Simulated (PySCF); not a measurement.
Molecule: `SCCC1CC1`, C$_{5}$H$_{10}$S.

Cartesian coordinates in Å; atom numbers follow the order of the lines, from 1:
```xyz
16

S     2.312    0.296    1.109
C     1.744   -0.873   -0.167
C     0.241   -1.110   -0.215
C    -0.567    0.091   -0.639
C    -2.031    0.158   -0.322
C    -1.075    1.076    0.378
H     1.708    1.391    0.603
H     2.269   -1.809    0.077
H     2.123   -0.546   -1.148
H    -0.104   -1.454    0.774
H     0.051   -1.938   -0.921
H    -0.271    0.512   -1.608
H    -2.707    0.580   -1.070
H    -2.460   -0.668    0.254
H    -0.843    0.876    1.427
H    -1.088    2.137    0.115
```

Geometry PBE0-D3(BJ)/def2-SVP throughout; GIAO in PySCF, gas phase, one conformer, non-relativistic; equivalent atoms averaged; functional PBE0.

(1) How do the absolute shieldings σ depend on the basis set? (a selection of nuclei; ppm; last column core-seconds on 1 thread of an Arm Neoverse V1, shared host)

(2) Which nucleus among those listed moves most, in ppm?

(3) Taking the largest basis, def2-TZVP (252 functions), as the yardstick, rank the others by their worst heavy-atom deviation.

## Answers

(1) 
```tsv
basis set	functions	S1	C2	C4	C5/C6	H10/H11	H13/H16	H14/H15	H12	H7	core-s
STO-3G	44	733.3	203.7	217.4	219.8	31.68	32.07	32.22	32.39	33.21	3.8
6-31G	78	645.3	169.2	188.9	192.5	31.03	31.99	32.10	32.16	31.31	7.3
6-31G*	108	613.1	164.9	184.0	187.7	30.45	31.44	31.54	31.50	30.09	10
def2-SVP	138	647.1	163.8	183.7	188.1	30.11	31.05	31.18	31.23	29.78	13
pcSseg-1	159	590.5	152.5	174.2	178.6	29.94	30.83	31.00	31.09	29.17	18
6-311+G(2d,p)	230	582.4	153.9	175.3	181.1	30.00	31.08	31.26	31.20	29.38	29
def2-TZVP	252	568.4	154.0	175.4	181.3	29.97	31.02	31.17	31.16	29.34	34
```

(2) S1 (thiol sulfur): from 568.4 ppm with def2-TZVP to 733.3 ppm with STO-3G. The smallest spread is 1.22 ppm, at H14/H15. Proton shifts span only some 12 ppm, so a few tenths of a ppm matter as much there as several ppm in carbon.

(3) 6-311+G(2d,p) 14.0 ppm (230 functions), pcSseg-1 22.1 ppm (159 functions), 6-31G* 44.7 ppm (108 functions), 6-31G 76.8 ppm (78 functions), def2-SVP 78.7 ppm (138 functions), STO-3G 164.9 ppm (44 functions).

A small basis that lands close on one nucleus may do so by chance; judge by the trend and by all nuclei.
